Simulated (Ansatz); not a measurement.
# C3H4N2: how energies converge with the basis set

How large a basis does C3H4N2 need? Two functionals are run in growing sets.

Program: Ansatz 0.2.0, Gaussian basis. Level of theory: one geometry, several basis sets. These are calculated values, not measurements.

Levels to be run: PBE0-D4/def2-SVP; ωB97M-V/def2-SVP; PBE0-D4/def2-QZVPP; ωB97M-V/def2-QZVPP; the functionals' def2-TZVPP values are taken from earlier runs.

### 1 The geometry

The geometry comes from an earlier relaxation with PBE0-D4 in a triple-zeta def2 set; it is a stationary point, not always the lowest conformer.

SMILES `CC(=N)C#N`, 9 atoms, charge 0, spin multiplicity 1.

Atoms are counted from 1 here; the program's logs count them from 0.

Bond lengths: C1–C2 1.497 Å, C1–H6 1.093 Å, C1–H7 1.090 Å, C1–H8 1.093 Å, C2–N3 1.266 Å, C2–C4 1.451 Å, N3–H9 1.021 Å, C4–N5 1.150 Å. Angles: C2–C1–H6 110.2°, C2–C1–H7 110.5°, C2–C1–H8 110.2°, H6–C1–H7 109.4°, H6–C1–H8 107.1°, H7–C1–H8 109.4°, C1–C2–N3 128.3°, C1–C2–C4 114.5°, N3–C2–C4 117.2°, C2–N3–H9 110.2°, C2–C4–N5 176.5°.

### 2 PBE0-D4 in def2-SVP

The input, in.yaml:

```yaml
crystal:
  periodic: [false, false, false]
  atoms:
    - {symbol: C, position_ang: [-0.156473, -0.881991, -0.463808]}
    - {symbol: C, position_ang: [0.154653, 0.346663, 0.333337]}
    - {symbol: N, position_ang: [0.731659, 0.427330, 1.456757]}
    - {symbol: C, position_ang: [-0.270985, 1.589194, -0.284148]}
    - {symbol: N, position_ang: [-0.632984, 2.535409, -0.828132]}
    - {symbol: H, position_ang: [0.319201, -0.825690, -1.446187]}
    - {symbol: H, position_ang: [0.192950, -1.774075, 0.056446]}
    - {symbol: H, position_ang: [-1.233483, -0.959722, -0.632871]}
    - {symbol: H, position_ang: [0.983963, -0.503418, 1.791505]}
basis:
  gaussian: {orbitals: def2-SVP}
hamiltonian: {xc: pbe0, dispersion: d4}
output: {orbitals: {seedname: orbitals}}
```

The run is started by

```sh
$ ansatz run in.yaml --threads 2 --pin off --events-out ev --progress --plain --max-ram 4352MiB
```

The runs that follow: ωB97M-V in def2-SVP; PBE0-D4 in def2-QZVPP; ωB97M-V in def2-QZVPP.

Q: Predict the results of all the runs planned. Wanted: PBE0-D4: double and triple zeta above quadruple; ωB97M-V: double and triple zeta above quadruple.

The runs gave:

| quantity | value |
| --- | --- |
| PBE0-D4: double and triple zeta above quadruple | 7.25, 0.33 eV |
| ωB97M-V: double and triple zeta above quadruple | 7.52, 0.31 eV |

What this shows: For PBE0-D4 the step from double to triple zeta gains 6.93 eV and the next only 0.33 eV. Total energies overstate the basis error of differences, where much of it tends to cancel.
